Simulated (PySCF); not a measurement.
**AlH3S (SMILES [AlH2][SH]) at 6 levels**

Aim: a comparison of 6 runs (B3LYP/STO-6G, PBE/STO-6G, UPBE0/STO-6G, QCISD(T)/STO-6G, CISD/STO-6G, CCSD(T)/STO-6G) of AlH3S. The job is set up through a Python script.

The calculation is run with PySCF 2.14.0.

3 further runs of the same task are left out: 3 set aside as unsound or not needed.

### 1 Starting point

AlH3S has 5 atoms, charge 0, and is taken as a singlet. As SMILES, `[AlH2][SH]`. The S2–H5 distance was set to 2.016 Å, away from the relaxed value. At this shape a bond of the SMILES string is far longer than usual.

Bond lengths: Al1–S2 2.181 Å, Al1–H3 1.579 Å, Al1–H4 1.581 Å. Angles: S2–Al1–H3 116.5°, S2–Al1–H4 118.9°, H3–Al1–H4 124.6°. A long bond or contact: S2–H5 2.016 Å.

### 2 The energy at B3LYP/STO-6G (run 1)

calc.py

```python
from pyscf import gto, dft

mol = gto.M(
    atom=[
    ('Al', (-1.031393, -0.379645, 0.242093)),
    ('S', (0.713807, -0.658545, 1.520393)),
    ('H', (-2.396993, -0.965545, 0.774893)),
    ('H', (-0.856393, 0.380555, -1.132607)),
    ('H', (1.959700, 0.287800, 0.249000)),
],
    basis='sto-6g',
    max_memory=1860,
    verbose=4,
)

mf = dft.RKS(mol)
mf.xc = 'b3lyp'
mf.grids.level = 5
mf.conv_tol = 1e-10
mf.kernel()
if not mf.converged:
    mf = mf.newton().run(mf.mo_coeff, mf.mo_occ)

etot = mf.e_tot
print('E = %.10f Eh' % etot)
```

Launch:

```console
$ OMP_NUM_THREADS=1 python calc.py
```

Output:

```text
PySCF version 2.14.0

[INPUT] num. atoms = 5
[INPUT] num. electrons = 32
[INPUT] charge = 0
[INPUT] spin (= nelec alpha-beta = 2S) = 0
[INPUT] symmetry False subgroup None
[INPUT] Mole.unit = angstrom
[INPUT] Symbol           X                Y                Z      unit          X                Y                Z       unit  Magmom
[INPUT]  1 Al    -1.031393000000  -0.379645000000   0.242093000000 AA   -1.949050296794  -0.717425074561   0.457489466674 Bohr   0.0
[INPUT]  2 S      0.713807000000  -0.658545000000   1.520393000000 AA    1.348899735797  -1.244469690702   2.873126371706 Bohr   0.0
[INPUT]  3 H     -2.396993000000  -0.965545000000   0.774893000000 AA   -4.529660292500  -1.824615610943   1.464335545843 Bohr   0.0
[INPUT]  4 H     -0.856393000000   0.380555000000  -1.132607000000 AA   -1.618348224995   0.719144725334  -2.140317036765 Bohr   0.0
[INPUT]  5 H      1.959700000000   0.287800000000   0.249000000000 AA    3.703296286310   0.543863178650   0.470541805017 Bohr   0.0

nuclear repulsion = 71.3286221232699
number of shells = 13
number of NR pGTOs = 126
number of NR cGTOs = 21
basis = sto-6g
ecp = {}

******** <class 'pyscf.dft.rks.RKS'> ********
method = RKS
initial guess = minao
damping factor = 0
level_shift factor = 0
DIIS = <class 'pyscf.scf.diis.CDIIS'>
diis_start_cycle = 1
diis_space = 8
diis_damp = 0
SCF conv_tol = 1e-10
SCF conv_tol_grad = None
SCF max_cycles = 50
direct_scf = True
direct_scf_tol = 1e-13
XC library pyscf.dft.libxc version 7.0.0
    S. Lehtola, C. Steigemann, M. J.T. Oliveira, and M. A.L. Marques.,  SoftwareX 7, 1–5 (2018)
XC functionals = b3lyp
    P. J. Stephens, F. J. Devlin, C. F. Chabalowski, and M. J. Frisch.,  J. Phys. Chem. 98, 11623 (1994)
radial grids:
    Treutler-Ahlrichs [JCP 102, 346 (1995); DOI:10.1063/1.469408] (M4) radial grids

becke partition: Becke, JCP 88, 2547 (1988); DOI:10.1063/1.454033
pruning grids: <function nwchem_prune>
grids dens level: 5
symmetrized grids: False
atomic radii adjust function: <function treutler_atomic_radii_adjust>
small_rho_cutoff = 0
Set gradient conv threshold to 1e-05
Initial guess from minao.
tot grids = 156720
init E= -639.493154694503
  HOMO = -0.28274095816454  LUMO = -0.113914667841684  gap/eV = 4.59400
cycle= 1 E= -639.908729334108  delta_E= -0.416  |g|= 0.421  |ddm|= 2.42
  HOMO = -0.0220791399906228  LUMO = 0.0855403697729741  gap/eV = 2.92848
cycle= 2 E= -639.605871664849  delta_E= 0.303  |g|= 0.886  |ddm|= 2.35
  HOMO = -0.13354662740224  LUMO = 0.0254316519993629  gap/eV = 4.32602
cycle= 3 E= -640.000799340006  delta_E= -0.395  |g|= 0.0349  |ddm|= 1.65
  HOMO = -0.121067591572247  LUMO = 0.0455519816018859  gap/eV = 4.53395
cycle= 4 E= -640.001544030477  delta_E= -0.000745  |g|= 0.00824  |ddm|= 0.12
  HOMO = -0.124580765940816  LUMO = 0.0412096643902269  gap/eV = 4.51139
cycle= 5 E= -640.001590281259  delta_E= -4.63e-05  |g|= 0.00136  |ddm|= 0.0257
  HOMO = -0.12461870607726  LUMO = 0.0415496085725779  gap/eV = 4.52167
cycle= 6 E= -640.001591172972  delta_E= -8.92e-07  |g|= 0.00074  |ddm|= 0.00472
  HOMO = -0.124558763857986  LUMO = 0.041452228733131  gap/eV = 4.51739
cycle= 7 E= -640.001591502821  delta_E= -3.3e-07  |g|= 6.81e-05  |ddm|= 0.00169
  HOMO = -0.124552221494249  LUMO = 0.0414683071815908  gap/eV = 4.51765
cycle= 8 E= -640.001591506032  delta_E= -3.21e-09  |g|= 1.24e-05  |ddm|= 0.000163
  HOMO = -0.124548809500361  LUMO = 0.0414725972285239  gap/eV = 4.51767
cycle= 9 E= -640.001591506135  delta_E= -1.03e-10  |g|= 1.57e-06  |ddm|= 3.47e-05
  HOMO = -0.124548329138258  LUMO = 0.0414729878452106  gap/eV = 4.51767
cycle= 10 E= -640.001591506136  delta_E= -1.14e-12  |g|= 2.31e-07  |ddm|= 3.66e-06
  HOMO = -0.124548288711267  LUMO = 0.0414729109833175  gap/eV = 4.51767
Extra cycle  E= -640.001591506136  delta_E=    0  |g|= 4.55e-07  |ddm|= 1.4e-06
converged SCF energy = -640.001591506136
E = -640.0015915061 Eh
```

Wall time 2.2 s (1 thread of AMD EPYC 9R45 (Zen 5), shared host); peak memory 0.21 GiB.

### 3 The energy at PBE/STO-6G (run 2)

run.py

```python
from pyscf import gto, dft

mol = gto.M(
    atom='''
Al    -1.031393    -0.379645     0.242093
S      0.713807    -0.658545     1.520393
H     -2.396993    -0.965545     0.774893
H     -0.856393     0.380555    -1.132607
H      1.959700     0.287800     0.249000
''',
    verbose=3,
    max_memory=1860,
    basis='sto-6g',
)

calc0 = dft.RKS(mol)
calc0.xc = 'pbe'
calc0.conv_tol = 1e-10
calc0.grids.level = 5
calc0.kernel()
if not calc0.converged:
    calc0 = calc0.newton().run(calc0.mo_coeff, calc0.mo_occ)

etot = calc0.e_tot
print('Final energy', etot)
```

Launch:

```console
$ OMP_NUM_THREADS=1 python run.py
```

Output:

```text
converged SCF energy = -639.655908391436
Final energy -639.6559083914362
```

Run time: 2.1 s. Hardware: 1 thread of AMD EPYC 9R45 (Zen 5), shared host; peak memory 0.21 GiB.

Run 3 isn't shown in full; the table further down has it.

### 4 The energy at QCISD(T)/STO-6G (run 4)

calc.py

```python
from pyscf import gto, scf, cc

system = gto.M(
    atom='''
Al    -1.949050    -0.717425     0.457489
S      1.348900    -1.244470     2.873126
H     -4.529660    -1.824616     1.464336
H     -1.618348     0.719145    -2.140317
H      3.703296     0.543863     0.470542
''',
    max_memory=1860,
    basis='sto-6g',
    unit='bohr',
    verbose=3,
    charge=0,
)

mf = scf.RHF(system)
mf.conv_tol = 1e-10
mf.kernel()
if not mf.converged:
    mf = mf.newton().run(mf.mo_coeff, mf.mo_occ)

mycc = cc.QCISD(mf, frozen=10)
mycc.kernel()
e_t = mycc.qcisd_t()
e_final = mycc.e_tot + e_t
print('E = %.10f Eh' % e_final)
```

Launch:

```console
$ OMP_NUM_THREADS=1 python calc.py
```

Output:

```text
converged SCF energy = -638.769144592837
E(QCISD) = -638.8977344832803  E_corr = -0.1285898904430378
QCISD(T) correction = -0.00149803637728482
E = -638.8992325197 Eh
```

Wall time 0.54 s (1 thread of AMD EPYC 9R45 (Zen 5), shared host); peak memory 0.1 GiB.

Run 5 isn't shown in full; the table further down has it.

### 5 A single-point energy at CCSD(T)/STO-6G (run 6)

input.py

```python
from pyscf import gto, cc

mol = gto.Mole()
mol.atom = [
    ('Al', (-1.031393, -0.379645, 0.242093)),
    ('S', (0.713807, -0.658545, 1.520393)),
    ('H', (-2.396993, -0.965545, 0.774893)),
    ('H', (-0.856393, 0.380555, -1.132607)),
    ('H', (1.959700, 0.287800, 0.249000)),
]
mol.max_memory = 1860
mol.verbose = 4
mol.basis = 'sto-6g'
mol.charge = 0
mol.spin = 0
mol.build()

mf = mol.RHF()
mf.conv_tol = 1e-10
mf.kernel()
if not mf.converged:
    mf = mf.newton().run(mf.mo_coeff, mf.mo_occ)

mycc = cc.CCSD(mf, frozen=10)
mycc.kernel()
e_t = mycc.ccsd_t()
e_final = mycc.e_tot + e_t
print(f'total energy: {e_final:.8f} hartree')
```

Launch:

```console
$ OMP_NUM_THREADS=1 python input.py
```

Output:

```text
PySCF version 2.14.0

[INPUT] num. atoms = 5
[INPUT] num. electrons = 32
[INPUT] charge = 0
[INPUT] spin (= nelec alpha-beta = 2S) = 0
[INPUT] symmetry False subgroup None
[INPUT] Mole.unit = angstrom
[INPUT] Symbol           X                Y                Z      unit          X                Y                Z       unit  Magmom
[INPUT]  1 Al    -1.031393000000  -0.379645000000   0.242093000000 AA   -1.949050296794  -0.717425074561   0.457489466674 Bohr   0.0
[INPUT]  2 S      0.713807000000  -0.658545000000   1.520393000000 AA    1.348899735797  -1.244469690702   2.873126371706 Bohr   0.0
[INPUT]  3 H     -2.396993000000  -0.965545000000   0.774893000000 AA   -4.529660292500  -1.824615610943   1.464335545843 Bohr   0.0
[INPUT]  4 H     -0.856393000000   0.380555000000  -1.132607000000 AA   -1.618348224995   0.719144725334  -2.140317036765 Bohr   0.0
[INPUT]  5 H      1.959700000000   0.287800000000   0.249000000000 AA    3.703296286310   0.543863178650   0.470541805017 Bohr   0.0

[... 46 lines left out ...]
converged SCF energy = -638.769144515434
[... 12 lines left out ...]
Init t2, MP2 energy = -638.852388064083  E_corr(MP2) -0.0832435486495622
[... 13 lines left out ...]
CCSD converged
[... 2 lines left out ...]
total energy: -638.89910254 hartree
```

It took 0.58 s on 1 thread of AMD EPYC 9R45 (Zen 5), shared host; peak memory 0.12 GiB.

### 6 The series

```csv
run,level,follow instability,integration grid,energy (Eh),dipole moment (D) of the reference,HOMO energy (eV),LUMO energy (eV),wall time
1,B3LYP/STO-6G,–,5,-640.001592,0.89,-3.39,1.13,2.2 s
2,PBE/STO-6G,–,5,-639.655908,0.67,-2.28,0.26,2.1 s
3,UPBE0/STO-6G,yes,5,-639.727170,0.96,-3.58,1.44,6.6 s
4,QCISD(T)/STO-6G,–,–,-638.899233,1.58,-6.87,5.95,0.54 s
5,CISD/STO-6G,–,–,-638.888056,1.58,-6.87,5.95,0.5 s
6,CCSD(T)/STO-6G,–,–,-638.899103,1.58,-6.87,5.95,0.58 s
```

### 7 Summary of results

```
                                           quantity          value
                                run 6: total energy  -638.89910 Eh
        run 6: dipole moment (Hartree–Fock density)         1.58 D
         run 6: HOMO energy (Hartree–Fock orbitals)       -6.87 eV
         run 6: LUMO energy (Hartree–Fock orbitals)        5.95 eV
       run 6: HOMO–LUMO gap (Hartree–Fock orbitals)       12.82 eV
run 6: correlation energy (10 core orbitals frozen)     -130.0 mEh
                              run 6: (T) correction      -1.71 mEh
                               run 6: T1 diagnostic          0.018
```

**Reading.** Over runs 1, 2, 3 the dipole moment (its size) runs from 0.67 D (PBE/STO-6G) to 0.96 D (UPBE0/STO-6G). Over runs 1, 2, 3 the HOMO–LUMO gap runs from 2.54 eV (PBE/STO-6G) to 5.02 eV (UPBE0/STO-6G). Totals of different functionals can't be ranked against each other. In runs 1, 2, 3, 4, 5, 6 the basis is minimal, so the values are rough. All runs together took 13 s, the longest 6.6 s.
